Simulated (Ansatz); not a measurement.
**SO2 (sulfur dioxide): the energy, rung by rung**

SO2 has 3 atoms, charge 0, and is taken as a singlet. SMILES: `O=S=O`. Geometry: optimised at B3LYP/def2-SVP.

```xyz
3

O    -0.9956    0.6579   -0.4697
S     0.2772    0.3675    0.1921
O     0.7184   -1.0254    0.2776
```

Each level gives the adiabatic electron affinity (to the doublet anion, shapes relaxed at B3LYP/def2-SVP, no zero-point term) (eV). The values are calculated.

The electron affinity is E(neutral) − E(anion): positive where the electron is bound.

| level | kind | program | value (eV) | less CCSD(T)/def2-TZVPP | CPU time (all runs) |
| --- | --- | --- | --- | --- | --- |
| HF/def2-TZVPP | Hartree–Fock | Ansatz | 0.72 | +0.05 | 2 s |
| SVWN5/def2-TZVPP | LDA | Ansatz | 0.92 | +0.25 | 1.7 s |
| BLYP/def2-TZVPP | GGA | Ansatz | 0.85 | +0.18 | 2.8 s |
| PBE/def2-TZVPP | GGA | Ansatz | 0.89 | +0.22 | 3.1 s |
| r2SCAN/def2-TZVPP | meta-GGA | Ansatz | 0.99 | +0.32 | 7.5 s |
| PBE0-D4/def2-TZVPP | global hybrid | Ansatz | 1.02 | +0.35 | 3.7 s |
| wB97M-V/def2-TZVPP | range-separated hybrid | Ansatz | 0.85 | +0.18 | 13 s |
| B2PLYP/def2-TZVPP | double hybrid | Ansatz | 0.82 | +0.15 | 6.7 s |
| CCSD(T)/def2-TZVPP | coupled cluster or CI | Ansatz | 0.67 | 0.00 | 18 s |

CCSD(T)/def2-TZVPP is the highest level here, not the true value. The values span 0.67 to 1.02 eV. CPU times are rough (shared hosts, several kinds of processor): they show what a rung costs within a factor of a few.
